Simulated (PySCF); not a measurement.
Gas-phase reaction: BH + 2 HCl + NH3 = BCl2NH2 + 2 H2

Computed with PySCF and rigid-rotor harmonic-oscillator thermochemistry at 1 bar. † marks an energy on the PBE0/def2-TZVP geometry and frequencies; other levels use their own. MP2 and CCSD(T) freeze the core. All species are closed-shell singlets. BCl2NH2: computed as isolated molecules; such fragments, hydroxides, amides, oligomers or adducts are transient or little studied in the gas. MP2 isn't extrapolated to the basis-set limit. CCSD(T) isn't extrapolated to the basis-set limit.

CCSD(T)/def2-TZVPP† gives ΔH°(298 K) = -606 kJ.

Q: What do PBE/def2-SVP, BLYP/def2-TZVP†, MP2/def2-SVP† give?

A: PBE/def2-SVP: -706 kJ; BLYP/def2-TZVP†: -628 kJ; MP2/def2-SVP†: -687 kJ. For scale, ΔH°(298 K) is -606 kJ at this level, -645 kJ at ωB97M-V/def2-TZVP†, and runs from -729 to -569 kJ over the 20 levels computed.
